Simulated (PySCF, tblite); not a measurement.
# C4H4FN: geometry, infrared bands, NMR shifts and spin-spin couplings

Wanted: the infrared bands, NMR shifts and spin-spin couplings of C4H4FN (`N#CC1(F)CC1`), by calculation.

Computed with tblite 0.8.0 and PySCF 2.14.0, with density-fitted response routines of our own, on a single molecule in the gas phase. Atoms count from 0, in the outputs and in this text.

## (1) Starting geometry

10 atoms, charge 0, multiplicity 1; geometry from: force field or distance geometry start.

Bonds of the start (Å): N0–C1 1.17, C1–C2 1.45, C2–F3 1.34, C2–C4 1.53, C4–C5 1.51, C5–C2 1.52, C4–H6 1.10, C4–H7 1.12, C5–H8 1.11, C5–H9 1.12.

## (2) Geometry optimisation with GFN2-xTB

Job settings and geometry (Å):

```
{"job": {"kind": "relax", "xc": "GFN2-xTB", "basis": "xTB"}, "charge": 0, "multiplicity": 1}
N      2.755700    -0.376700    -0.468100
C      1.658300    -0.342300    -0.069200
C      0.315800    -0.321200     0.465100
F      0.125200    -0.802300     1.704200
C     -0.491800     0.922400     0.071200
C     -0.871400    -0.435000    -0.477900
H     -0.029900     1.657600    -0.608800
H     -1.067000     1.330600     0.945300
H     -0.576600    -0.729600    -1.503700
H     -1.809600    -0.898900    -0.080600
```

On the command line:

```
$ OMP_NUM_THREADS=1 python probes_run.py task.json out
```

This one command runs all jobs of the session in turn.

**Question.** This job is followed by: GFN2-xTB harmonic vibrations, gas phase; GIAO PBE0/pcSseg-1 NMR shielding, non-relativistic, gas phase; B3LYP/pcJ-1 indirect spin-spin coupling, non-relativistic, gas phase. Predict these results of the whole session: strongest single infrared mode (GFN2-xTB); zero-point energy (GFN2-xTB); 13C shifts against TMS (PBE0/pcSseg-1, means over atoms taken as alike); 1H shifts against TMS (PBE0/pcSseg-1, means over atoms taken as alike); 15N shifts against NH3 (PBE0/pcSseg-1); 19F shifts against CFCl3 (PBE0/pcSseg-1); surface potential, 1st and 99th percentile; largest coupling of the table (B3LYP/pcJ-1).

The runs gave:

```
                                                               quantity                     value
                              strongest single infrared mode (GFN2-xTB)     2398 cm⁻¹, 171 km/mol
                                           zero-point energy (GFN2-xTB)             44.3 kcal/mol
13C shifts against TMS (PBE0/pcSseg-1, means over atoms taken as alike)     122.3, 65.2, 18.4 ppm
 1H shifts against TMS (PBE0/pcSseg-1, means over atoms taken as alike)            1.55, 1.20 ppm
                                 15N shifts against NH3 (PBE0/pcSseg-1)                 313.6 ppm
                               19F shifts against CFCl3 (PBE0/pcSseg-1)                -223.9 ppm
                                  surface potential, 1st and 99th percentile        -1.61 V and 1.34 V
                            largest coupling of the table (B3LYP/pcJ-1)  1J(C,F) C2–F3, -285.3 Hz
```

The optimisation took 30 steps and gained 0.236 eV; among the close pairs (by a distance rule), C4–H7 changed most, from 1.123 to 1.079 Å. No mode is imaginary among the 24: a minimum at this level. The strongest single mode, at 2398 cm⁻¹, moves mainly C1 and N0. GFN2-xTB is a fitted tight-binding method: band positions and strengths are rough. Its intensities can rank the bands wrongly. The most deshielded carbon is C1 (nitrile carbon), at 122.3 ppm: this is the usual window of a C≡N carbon, which has no attached hydrogen. At PBE0/pcSseg-1: Shielding is most anisotropic at N0 (span 482 ppm, paramagnetic term -385 ppm). Of the pairs tabulated at B3LYP/pcJ-1, C2–F3 couples most strongly (-285.3 Hz; Fermi contact -328.4 Hz). Couplings across rotatable bonds belong to this one conformer; where others are populated, the observed values are averages.
